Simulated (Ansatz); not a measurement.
# CHFO: up Jacob's ladder to CCSD(T), part 2 of 2

Ansatz 0.2.0, Gaussian basis; functionals in def2-TZVPP, the program's frozen cores in correlated methods.

### 15 LC-ωPBE (range-separated)

The input, in.yaml:

```yaml
crystal:
  periodic: [false, false, false]
  atoms:
    - {symbol: O, position_ang: [-0.889346, 0.201130, 0.827770]}
    - {symbol: C, position_ang: [-0.046414, 0.067565, 0.021613]}
    - {symbol: F, position_ang: [0.585203, -1.091761, -0.181759]}
    - {symbol: H, position_ang: [0.350555, 0.823076, -0.667624]}
basis:
  gaussian: {orbitals: def2-TZVPP}
hamiltonian: {xc: {name: LC-wPBE}}
output: {orbitals: {seedname: orbitals}}
```

Launch:

```
$ ansatz run in.yaml --threads 4 --pin off --events-out ev --progress --plain --max-ram 10444MiB
```

The log of the run (excerpt; [...] marks lines left out):

```text
Functional definition: LC-wPBE
  name "LC-wPBE"
  cite "Vydrov & Scuseria, J. Chem. Phys. 125, 234109 (2006) doi:10.1063/1.2409292"
  cite "Heyd & Scuseria, J. Chem. Phys. 120, 7274 (2004) doi:10.1063/1.1668634"
  cite "Ernzerhof & Perdew, J. Chem. Phys. 109, 3313 (1998) doi:10.1063/1.476928"
  cite "Perdew, Burke & Ernzerhof, Phys. Rev. Lett. 77, 3865 (1996) doi:10.1103/PhysRevLett.77.3865"
  parent pbe
[...]
546 factors; their error is unknown
150 factors; integrals over basis functions are off by at most 2.5e-5 eV
[...]
mean field -5816.12246740 eV, -213.7385583675 hartree, gradient 4.0e-5 eV, S^2 0.000000; 0 other end points of the search recorded, 0 dependent functions left out
reference -5816.12246740 eV, -213.7385583676 hartree; 12, 12 occupied and 95, 95 virtual orbitals, 546 factors
Total energy: -5816.12246740 eV, -213.7385583676 hartree
```

Run time: 0.55 s. Hardware: 4 threads of Arm Neoverse V1, shared host.

With the free atoms at this level, -5798.541 eV in sum, the atomisation energy is 405.4 kcal/mol. HOMO -12.37 eV, LUMO 1.70 eV.

### 16 ωB97X-V (range-separated)

in.yaml, as its differences from that of step 15:

```diff
@@ -9,3 +9,3 @@
   gaussian: {orbitals: def2-TZVPP}
-hamiltonian: {xc: {name: LC-wPBE}}
+hamiltonian: {xc: {name: wB97X-V}}
 output: {orbitals: {seedname: orbitals}}
```

Same command.

The log of the run (excerpt; [...] marks lines left out):

```text
Functional definition: wB97X-V
  name "wB97X-V"
  cite "Mardirossian & Head-Gordon, Phys. Chem. Chem. Phys. 16, 9904 (2014) doi:10.1039/C3CP54374A"
  cite "Becke, J. Chem. Phys. 107, 8554 (1997) doi:10.1063/1.475007"
  cite "Vydrov & Van Voorhis, J. Chem. Phys. 133, 244103 (2010) doi:10.1063/1.3521275"
[...]
      + integral(e_c_pw_opposite_spin*poly(b97_u_opposite, cos0, cos1)) + vv10(b, c)
546 factors; their error is unknown
114 factors; integrals over basis functions are off by at most 9.5e-6 eV
[...]
mean field -5817.59540920 eV, -213.7926879803 hartree, gradient 2.8e-5 eV, S^2 0.000000; 0 other end points of the search recorded, 0 dependent functions left out
reference -5817.59540811 eV, -213.7926879403 hartree; 12, 12 occupied and 95, 95 virtual orbitals, 546 factors
Total energy: -5817.59540811 eV, -213.7926879403 hartree
```

Run time: 1.2 s. Hardware: 4 threads of Arm Neoverse V1, shared host.

Atomisation energy: 403.5 kcal/mol (free atoms -5800.098 eV, run apart). HOMO -12.03 eV, LUMO 1.62 eV.

### 17 ωB97M-V (range-separated)

in.yaml, as its differences from that of step 16:

```diff
@@ -9,3 +9,3 @@
   gaussian: {orbitals: def2-TZVPP}
-hamiltonian: {xc: {name: wB97X-V}}
-output: {orbitals: {seedname: orbitals}}
+hamiltonian: {xc: {name: wB97M-V}}
+output: {forces: true, orbitals: {seedname: orbitals}}
```

Launched as before.

The log of the run (excerpt; [...] marks lines left out):

```text
Functional definition: wB97M-V
  name "wB97M-V"
  cite "Mardirossian & Head-Gordon, J. Chem. Phys. 144, 214110 (2016) doi:10.1063/1.4952647"
  cite "Becke, J. Chem. Phys. 107, 8554 (1997) doi:10.1063/1.475007"
  cite "Vydrov & Van Voorhis, J. Chem. Phys. 133, 244103 (2010) doi:10.1063/1.3521275"
  # Of w^i u^j: cxij and so on, Table III.
[...]
  gx(w, u) = 1 - cx + cx01*u + cx10*w
  gss(w, u) = css00 + css04*u^4 + css10*w + css20*w^2 + css43*w^4*u^3
  gos(w, u) = cos00 + cos10*w + (cos20 + cos21*u)*w^2 + (cos60 + cos61*u)*w^6
[...]
      + integral(e_c_pw_mod_opposite_spin*gos(b97_w_opposite, b97_u_opposite)) + vv10(b, c)
546 factors; their error is unknown
114 factors; integrals over basis functions are off by at most 9.5e-6 eV
[...]
mean field -5817.99896239 eV, -213.8075182867 hartree, gradient 1.1e-5 eV, S^2 0.000000; 0 other end points of the search recorded, 0 dependent functions left out
[...]
reference -5817.99898886 eV, -213.8075192592 hartree; 12, 12 occupied and 95, 95 virtual orbitals, 546 factors
Total energy: -5817.99898886 eV, -213.8075192592 hartree
Atom 0 at    -0.889346     0.201130     0.827770 Å, force    -0.086502     0.004120     0.086355 eV/Å
Atom 1 at    -0.046414     0.067565     0.021613 Å, force     0.034837     0.271997    -0.138296 eV/Å
Atom 2 at     0.585203    -1.091761    -0.181759 Å, force     0.098612    -0.205688    -0.022413 eV/Å
Atom 3 at     0.350555     0.823076    -0.667624 Å, force    -0.046947    -0.070429     0.074355 eV/Å
Dipole moment:     0.225469     0.213867    -0.310048 e Å
```

It took 1.6 s on 4 threads of Arm Neoverse V1, shared host.

With the free atoms at this level, -5800.459 eV in sum, the atomisation energy is 404.5 kcal/mol. HOMO -11.97 eV, LUMO 1.52 eV.

### 18 B2PLYP (double hybrid)

in.yaml, as its differences from that of step 17:

```diff
@@ -9,3 +9,2 @@
   gaussian: {orbitals: def2-TZVPP}
-hamiltonian: {xc: {name: wB97M-V}}
-output: {forces: true, orbitals: {seedname: orbitals}}
+hamiltonian: {xc: {name: B2PLYP}}
```

Launched as before.

The log of the run (excerpt; [...] marks lines left out):

```text
Functional definition: B2PLYP
  name "B2PLYP"
  cite "Grimme, J. Chem. Phys. 124, 034108 (2006) doi:10.1063/1.2148954"
  cite "Becke, Phys. Rev. A 38, 3098 (1988) doi:10.1103/PhysRevA.38.3098"
  cite "Lee, Yang & Parr, Phys. Rev. B 37, 785 (1988) doi:10.1103/PhysRevB.37.785"
[...]
688 factors; integrals over basis functions are off by at most 1.6e-3 eV
[...]
mean field -5810.38543635 eV, -213.5277263650 hartree, gradient 4.0e-6 eV, S^2 0.000000; 0 other end points of the search recorded, 0 dependent functions left out
3 core orbitals not correlated: weight in the atoms' cores, before any rotation towards them, 1.000 or more for the frozen orbitals, at most 0.000 for the correlated occupied ones
reference -5810.38553678 eV, -213.5277300559 hartree; 9, 9 occupied and 95, 95 virtual orbitals, 688 factors
second order -20.82586292 eV of doubles, -0.00000000 eV of singles
Total energy: -5816.00851977 eV, -213.7343708693 hartree
```

Run time: 0.75 s. Hardware: 4 threads of Arm Neoverse V1, shared host.

With the free atoms at this level, -5798.641 eV in sum, the atomisation energy is 400.5 kcal/mol.

### 19 PBE-QIDH (double hybrid)

in.yaml, as its differences from that of step 18:

```diff
@@ -9,2 +9,2 @@
   gaussian: {orbitals: def2-TZVPP}
-hamiltonian: {xc: {name: B2PLYP}}
+hamiltonian: {xc: {name: PBE-QIDH}}
```

Launched as before.

The log of the run (excerpt; [...] marks lines left out):

```text
Functional definition: PBE-QIDH
  name "PBE-QIDH"
  cite "Brémond, Sancho-García, Pérez-Jiménez & Adamo, J. Chem. Phys. 141, 031101 (2014) doi:10.1063/1.4890314"
  cite "Perdew, Burke & Ernzerhof, Phys. Rev. Lett. 77, 3865 (1996) doi:10.1103/PhysRevLett.77.3865"
[...]
688 factors; integrals over basis functions are off by at most 1.6e-3 eV
[...]
mean field -5806.26055631 eV, -213.3761398196 hartree, gradient 7.9e-6 eV, S^2 0.000000; 0 other end points of the search recorded, 0 dependent functions left out
3 core orbitals not correlated: weight in the atoms' cores, before any rotation towards them, 1.000 or more for the frozen orbitals, at most 0.000 for the correlated occupied ones
reference -5806.26056276 eV, -213.3761400567 hartree; 9, 9 occupied and 95, 95 virtual orbitals, 688 factors
second order -19.33937132 eV of doubles, -0.00000000 eV of singles
Total energy: -5812.70701987 eV, -213.6130429857 hartree
```

It took 0.75 s on 4 threads of Arm Neoverse V1, shared host.

Atomisation energy: 398.0 kcal/mol (free atoms -5795.449 eV, run apart).

### 20 Orbital energies across the functionals

Dipoles come from the runs that computed forces. Levels, from each run's orbital file:

```
  functional  HOMO (eV)  LUMO (eV)  gap (eV)  dipole (D)
 LDA (SPW92)      -7.98      -2.40      5.59            
      PBE-D4      -7.78      -2.09      5.69        1.95
   revPBE-D4      -7.71      -1.98      5.73            
     BLYP-D4      -7.72      -2.02      5.70            
   r2SCAN-D4      -8.15      -1.83      6.32        2.04
      B97M-V      -8.28      -1.71      6.57            
     PBE0-D4      -9.52      -0.89      8.64            
    B3LYP-D4      -9.28      -1.23      8.05        2.09
  r2SCANh-D4      -8.80      -1.38      7.42            
  r2SCAN0-D4      -9.79      -0.72      9.07            
    HSE06-D4      -9.11      -1.28      7.83            
    BHLYP-D4     -11.25       0.36     11.60            
CAM-B3LYP-D4     -11.06       0.32     11.38            
     LC-ωPBE     -12.37       1.70     14.07            
     ωB97X-V     -12.03       1.62     13.65            
     ωB97M-V     -11.97       1.52     13.49        2.11
```

### 21 CCSD(T) in def2-SVP

in.yaml, as its differences from that of step 19:

```diff
@@ -8,3 +8,3 @@
 basis:
-  gaussian: {orbitals: def2-TZVPP}
-hamiltonian: {xc: {name: PBE-QIDH}}
+  gaussian: {orbitals: def2-SVP}
+correlation: {method: ccsd_t}
```

The command is unchanged.

The log of the run (excerpt; [...] marks lines left out):

```text
Functional definition: HF
  name "HF"
  cite "Fock, Z. Phys. 61, 126 (1930) doi:10.1007/BF01340294"
  parent pbe
[...]
453 factors; integrals over basis functions are off by at most 1.5e-3 eV
[...]
mean field -5784.58897816 eV, -212.5797240122 hartree, gradient 2.7e-6 eV, S^2 0.000000; 0 other end points of the search recorded, 0 dependent functions left out
3 core orbitals not correlated: weight in the atoms' cores, before any rotation towards them, 1.000 or more for the frozen orbitals, at most 0.000 for the correlated occupied ones
reference -5784.58897816 eV, -212.5797240122 hartree; 9, 9 occupied and 35, 35 virtual orbitals, 453 factors
second order -13.44905176 eV of doubles, -0.00000000 eV of singles
cycle   1  -13.26346753 eV  change    1.9e-1 eV  update   9.6e-2
[...]
cycle   9  -13.70840828 eV  change   -8.5e-6 eV  update   1.7e-5
perturbative correction -0.36540614 eV, -0.0134284281 hartree
Total energy: -5798.66279259 eV, -213.0969271529 hartree
```

Wall time 0.3 s (4 threads of Arm Neoverse V1, shared host).

### 22 CCSD(T) in def2-TZVPP

in.yaml, as its differences from that of step 21:

```diff
@@ -8,3 +8,4 @@
 basis:
-  gaussian: {orbitals: def2-SVP}
+  gaussian: {orbitals: def2-TZVPP}
 correlation: {method: ccsd_t}
+output: {orbitals: {seedname: orbitals}}
```

Launched as before.

The log of the run (excerpt; [...] marks lines left out):

```text
Functional definition: HF
  name "HF"
  cite "Fock, Z. Phys. 61, 126 (1930) doi:10.1007/BF01340294"
  parent pbe
[...]
688 factors; integrals over basis functions are off by at most 1.6e-3 eV
[...]
mean field -5791.77915598 eV, -212.8439581735 hartree, gradient 3.6e-6 eV, S^2 0.000000; 0 other end points of the search recorded, 0 dependent functions left out
3 core orbitals not correlated: weight in the atoms' cores, before any rotation towards them, 1.000 or more for the frozen orbitals, at most 0.000 for the correlated occupied ones
reference -5791.77915598 eV, -212.8439581735 hartree; 9, 9 occupied and 95, 95 virtual orbitals, 688 factors
second order -17.25425348 eV of doubles, -0.00000000 eV of singles
cycle   1  -16.81886723 eV  change    4.4e-1 eV  update   9.9e-2
[...]
cycle   9  -17.34031716 eV  change   -1.0e-5 eV  update   2.0e-5
perturbative correction -0.65916631 eV, -0.0242239153 hartree
Total energy: -5809.77863946 eV, -213.5054269909 hartree
```

Run time: 1.4 s. Hardware: 4 threads of Arm Neoverse V1, shared host; peak memory 0.34 GiB.

### 23 CCSD(T) in def2-QZVPP

in.yaml, as its differences from that of step 22:

```diff
@@ -8,4 +8,3 @@
 basis:
-  gaussian: {orbitals: def2-TZVPP}
+  gaussian: {orbitals: "def2-QZVPP.json"}
 correlation: {method: ccsd_t}
-output: {orbitals: {seedname: orbitals}}
```

Launched as before.

The log of the run (excerpt; [...] marks lines left out):

```text
Functional definition: HF
  name "HF"
  cite "Fock, Z. Phys. 61, 126 (1930) doi:10.1007/BF01340294"
  parent pbe
[...]
1266 factors; integrals over basis functions are off by at most 1.0e-3 eV
[...]
mean field -5792.03746620 eV, -212.8534508988 hartree, gradient 1.4e-6 eV, S^2 0.000000; 0 other end points of the search recorded, 0 dependent functions left out
3 core orbitals not correlated: weight in the atoms' cores, before any rotation towards them, 1.000 or more for the frozen orbitals, at most 0.000 for the correlated occupied ones
reference -5792.03746620 eV, -212.8534508988 hartree; 9, 9 occupied and 189, 189 virtual orbitals, 1266 factors
second order -18.69301566 eV of doubles, -0.00000000 eV of singles
cycle   1  -18.07711196 eV  change    6.2e-1 eV  update   1.0e-1
[...]
cycle   9  -18.61602584 eV  change   -1.1e-5 eV  update   2.0e-5
perturbative correction -0.75410716 eV, -0.0277129268 hartree
Total energy: -5811.40759919 eV, -213.5652901568 hartree
```

Wall time 12 s (4 threads of Arm Neoverse V1, shared host); peak memory 1.8 GiB.

The pieces so far (eV):

```
     basis          HF  MP2 correlation  CCSD correlation      (T)       total
  def2-SVP  -5784.5890         -13.4491          -13.7084  -0.3654  -5798.6628
def2-TZVPP  -5791.7792         -17.2543          -17.3403  -0.6592  -5809.7786
def2-QZVPP  -5792.0375         -18.6930          -18.6160  -0.7541  -5811.4076
```

The report of the def2-TZVPP run gives T1 = 0.0157.

### 24 From triple and quadruple zeta to the limit

This step is arithmetic on the last runs, with X = 3 and 4: exp(−7.88√X) for Hartree-Fock, X^−2.97 for correlation.

```
  level  energy at the limit (eV)
     HF                -5792.0730
    MP2                -5811.8318
   CCSD                -5811.6340
CCSD(T)                -5812.4585
```

### 25 RPA on PBE orbitals

in.yaml, as its differences from that of step 23:

```diff
@@ -8,3 +8,4 @@
 basis:
-  gaussian: {orbitals: "def2-QZVPP.json"}
-correlation: {method: ccsd_t}
+  gaussian: {orbitals: def2-TZVPP}
+hamiltonian: {xc: pbe}
+correlation: {method: rpa}
```

The command is unchanged.

The log of the run (excerpt; [...] marks lines left out):

```text
Functional definition: PBE
  name "PBE"
  cite "Perdew, Burke & Ernzerhof, Phys. Rev. Lett. 77, 3865 (1996) doi:10.1103/PhysRevLett.77.3865"
  parent pbe
[...]
688 factors; integrals over basis functions are off by at most 1.6e-3 eV
[...]
mean field -5813.70139934 eV, -213.6495857574 hartree, gradient 5.0e-6 eV, S^2 0.000000; 0 other end points of the search recorded, 0 dependent functions left out
3 core orbitals not correlated: weight in the atoms' cores, before any rotation towards them, 1.000 or more for the frozen orbitals, at most 0.000 for the correlated occupied ones
reference -5790.70628768 eV, -212.8045309904 hartree; 9, 9 occupied and 95, 95 virtual orbitals, 688 factors
Total energy: -5816.86873972 eV, -213.7659833696 hartree
```

It took 0.7 s on 4 threads of Arm Neoverse V1, shared host.

RPA correlation: -26.162 eV. No RPA run of the hydrogen atom was made, so RPA has no atomisation energy below.

### 26 All levels against the reference

Free atoms (1 O, 1 C, 1 F, 1 H) were run apart at each level; the atomisation energy is their sum less the molecule, without zero-point or spin-orbit terms.

Differences are taken before rounding.

```
            method             rung  atomisation energy (kcal/mol)  from CCSD(T)/CBS (kcal/mol)    time
       LDA (SPW92)              LDA                          485.5                        +83.4   0.3 s
            PBE-D4              GGA                          424.4                        +22.3   0.5 s
         revPBE-D4              GGA                          408.7                         +6.6   0.4 s
           BLYP-D4              GGA                          410.8                         +8.7   0.4 s
         r2SCAN-D4         meta-GGA                          405.8                         +3.6   1.1 s
            B97M-V         meta-GGA                          402.7                         +0.5   1.4 s
           PBE0-D4           hybrid                          403.9                         +1.7   0.4 s
          B3LYP-D4           hybrid                          402.0                         -0.1  0.55 s
        r2SCANh-D4           hybrid                          399.1                         -3.1  0.95 s
        r2SCAN0-D4           hybrid                          389.4                        -12.7  0.95 s
          HSE06-D4           hybrid                          404.5                         +2.3   0.5 s
          BHLYP-D4           hybrid                          375.7                        -26.5  0.45 s
      CAM-B3LYP-D4  range-separated                          404.9                         +2.8  0.55 s
           LC-ωPBE  range-separated                          405.4                         +3.3  0.55 s
           ωB97X-V  range-separated                          403.5                         +1.3   1.2 s
           ωB97M-V  range-separated                          404.5                         +2.3   1.6 s
            B2PLYP    double hybrid                          400.5                         -1.7  0.75 s
          PBE-QIDH    double hybrid                          398.0                         -4.2  0.75 s
     HF/def2-TZVPP     wavefunction                          266.2                       -135.9        
    MP2/def2-TZVPP     wavefunction                          409.6                         +7.5        
   CCSD/def2-TZVPP     wavefunction                          380.8                        -21.3        
  CCSD(T)/def2-SVP     wavefunction                          382.8                        -19.3   0.3 s
CCSD(T)/def2-TZVPP     wavefunction                          390.8                        -11.4   1.4 s
           MP2/CBS     wavefunction                          421.2                        +19.1        
       CCSD(T)/CBS     wavefunction                          402.2                            0    13 s
```

Among the levels timed on like hardware and quicker than the yardstick, those that no quicker one beats, quickest first: CCSD(T)/def2-SVP (0.3 s, -19.3 kcal/mol); PBE0-D4 (0.4 s, +1.7 kcal/mol); B3LYP-D4 (0.55 s, -0.1 kcal/mol).

LDA (SPW92), LC-ωPBE, B2PLYP, PBE-QIDH carry no dispersion term (for B3LYP, D4 adds 1.2 kcal/mol).

Times are those of the molecule's run; HF, MP2 and CCSD come out of the CCSD(T) runs, and the limit's time is the sum of the runs that it needs.

### 27 From atomisation energies to enthalpies of formation

The vibrations of an earlier PBE0-D4 run give H(298) − E = 15.7 kcal/mol for the molecule; each atom carries 5/2 RT. With the gaseous atoms' enthalpies of formation (O 249.229, C 716.873, F 79.374, H 217.998 kJ/mol, Active Thermochemical Tables 1.112), ΔfH = Σ atoms − (atomisation energy − 9.7 kcal/mol). Measured: -382.53 kJ/mol (298.15 K; Active Thermochemical Tables 1.112).

```
            method  ΔfH(298) (kcal/mol)  from the measured (kcal/mol)
       LDA (SPW92)               -173.8                         -82.4
            PBE-D4               -112.7                         -21.3
         revPBE-D4                -97.0                          -5.6
           BLYP-D4                -99.1                          -7.7
         r2SCAN-D4                -94.1                          -2.7
            B97M-V                -90.9                          +0.5
           PBE0-D4                -92.2                          -0.8
          B3LYP-D4                -90.3                          +1.1
        r2SCANh-D4                -87.4                          +4.0
        r2SCAN0-D4                -77.7                         +13.7
          HSE06-D4                -92.7                          -1.3
          BHLYP-D4                -64.0                         +27.4
      CAM-B3LYP-D4                -93.2                          -1.8
           ωB97X-V                -91.8                          -0.4
           ωB97M-V                -92.8                          -1.4
            B2PLYP                -88.8                          +2.6
          PBE-QIDH                -86.3                          +5.1
           LC-ωPBE                -93.7                          -2.3
     HF/def2-TZVPP                +45.5                        +136.9
    MP2/def2-TZVPP                -97.9                          -6.5
   CCSD/def2-TZVPP                -69.1                         +22.3
  CCSD(T)/def2-SVP                -71.1                         +20.3
CCSD(T)/def2-TZVPP                -79.1                         +12.3
           MP2/CBS               -109.5                         -18.1
       CCSD(T)/CBS                -90.4                          +1.0
```

### 28 What came out

This closing draws on all 2 parts.

| quantity | value |
| --- | --- |
| atomisation energy, CCSD(T)/CBS | 402.2 kcal/mol |
| functionals within 2.0 kcal/mol (0.5 %) | B97M-V, PBE0-D4, B3LYP-D4, ωB97X-V, B2PLYP |
| farthest beyond LDA | BHLYP-D4 (-26.5 kcal/mol) |
| mean size of error, GGA | 12.5 kcal/mol |
| mean size of error, meta-GGA | 2.1 kcal/mol |
| mean size of error, hybrid | 7.7 kcal/mol |
| mean size of error, range-separated | 2.4 kcal/mol |
| mean size of error, double hybrid | 2.9 kcal/mol |
| gap, smallest and largest | 5.59 eV (LDA (SPW92)), 14.07 eV (LC-ωPBE) |
| T1 diagnostic | 0.0157 |
| triples share of the correlation energy | 3.7 % |

What this shows: The LDA atomisation energy is off by 83.4 kcal/mol (21 %): it overbinds. PBE-D4 is off by +22.3 kcal/mol. Double hybrids carry the basis error of their MP2 part in triple zeta, and no dispersion term here, so their miss is partly the set-up's. Taken by rung, meta-GGA functionals do best (2.1 kcal/mol on average) and GGA ones worst beyond LDA (12.5 kcal/mol). The gap between the best rungs is small, so their order is not settled. The reference freezes the cores and leaves out relativity and excitations past (T), so misses under about 2.0 kcal/mol can't be ranked. Hartree-Fock recovers 66 % of the binding; the rest is correlation. CCSD(T) in def2-SVP is off by -19.3 kcal/mol, worse than the median functional, from the basis alone. Orbital gaps span 5.6 to 14.1 eV; exact exchange widens them. Against the measured enthalpy of formation, CCSD(T)/CBS is off by +1.0 kcal/mol and PBE-D4 by -21.3 kcal/mol. Left out at every level are anharmonicity, which would lower the calculated values a little, and the spin-orbit lowering of the O, C, F atoms, which would raise them a little; core-valence correlation, missing in the reference, would lower it.

B3LYP-D4 reaches 0.1 kcal/mol from the reference in 0.55 s, where CCSD(T)/CBS took 13 s; the quickest level in the cost chart, CCSD(T)/def2-SVP, takes 0.3 s and misses by 19.3 kcal/mol.
